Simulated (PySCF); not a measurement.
## A small calculation by hand: chemical shift, span and skew from a shielding tensor

CH2F2, SMILES C(F)F. Atoms are numbered in the order given.

```xyz
5

F     -1.1035     0.0000    -0.2905
C      0.0000     0.0000     0.5036
F      1.1035     0.0000    -0.2905
H      0.0000    -0.9138     1.1037
H      0.0000     0.9138     1.1037
```
Charge 0, spin multiplicity 1.

Geometry: ωB97X-D3(BJ)/def2-TZVP.

GIAO shieldings from PBE0/pcSseg-2 in PySCF, non-relativistic, no solvent. The symmetric part of the tensor of C2 has the principal values 45.8, 65.7, 90.3 ppm. The same nucleus in TMS has σ = 186.1 ppm at this level (PySCF, at its B3LYP-D3(BJ)/def2-TZVP geometry).

Question: Work out the isotropic shielding, the ¹³C shift against TMS, the span and the skew.

Answer: 
σ(iso) = (σ11 + σ22 + σ33)/3 = 67.3 ppm. δ = σ(ref) − σ(iso) = 186.1 − (67.3) = 118.8 ppm.
Span Ω = σ33 − σ11 = 44.5 ppm. Skew κ = 3(σ(iso) − σ22)/Ω = 0.11. Tumbling in solution averages the tensor to δ; in a static solid the shielding alone would spread this spin-1/2 line over Ω.
